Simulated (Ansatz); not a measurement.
C3H7NS (`CNCC=S`). Charge 0, multiplicity 1. The geometry is a stationary point of PBE0-D4/def2-TZVP. It is one conformer, not always the lowest.

```xyz
12

C    -1.525   -0.052    0.060
N    -0.376   -0.794   -0.418
C     0.821    0.010   -0.511
C     1.422    0.242    0.838
S     2.142    1.591    1.331
H    -2.403   -0.700    0.069
H    -1.349    0.279    1.086
H    -1.756    0.843   -0.541
H    -0.579   -1.217   -1.313
H     1.570   -0.553   -1.085
H     0.686    0.978   -1.017
H     1.348   -0.626    1.500
```

**Question.** What is the dipole moment at r2SCAN/def2-TZVPP? (An estimate is asked.)

**Answer.** Ansatz gave: 2.86 D, with components (-1.57, -1.44, -1.91) D in this frame, pointing from negative to positive charge.

**Question.** And with PBE, B3LYP, ωB97M-V? (Estimate.)

**Answer.** Ansatz gave: PBE 2.74 D, B3LYP 2.73 D, ωB97M-V 2.68 D.

**Question.** Give the Mulliken charges with r2SCAN, PBE, ωB97M-V in def2-TZVPP. (Estimate.)

**Answer.** The calculation gave: 
```json
{"atom": "C1", "r2SCAN": "-0.05", "PBE": "-0.19", "ωB97M-V": "-0.24"}
{"atom": "N2", "r2SCAN": "-0.28", "PBE": "-0.23", "ωB97M-V": "-0.24"}
{"atom": "C3", "r2SCAN": "0.11", "PBE": "0.02", "ωB97M-V": "-0.06"}
{"atom": "C4", "r2SCAN": "-0.06", "PBE": "-0.06", "ωB97M-V": "-0.11"}
{"atom": "S5", "r2SCAN": "-0.19", "PBE": "-0.19", "ωB97M-V": "-0.14"}
{"atom": "H6", "r2SCAN": "0.05", "PBE": "0.09", "ωB97M-V": "0.12"}
{"atom": "H7", "r2SCAN": "0.06", "PBE": "0.10", "ωB97M-V": "0.12"}
{"atom": "H8", "r2SCAN": "0.04", "PBE": "0.08", "ωB97M-V": "0.11"}
{"atom": "H9", "r2SCAN": "0.12", "PBE": "0.13", "ωB97M-V": "0.10"}
{"atom": "H10", "r2SCAN": "0.06", "PBE": "0.09", "ωB97M-V": "0.12"}
{"atom": "H11", "r2SCAN": "0.04", "PBE": "0.05", "ωB97M-V": "0.10"}
{"atom": "H12", "r2SCAN": "0.10", "PBE": "0.11", "ωB97M-V": "0.15"}
```

B3LYP here is the variant with VWN-RPA as its local correlation; programs differ in this.
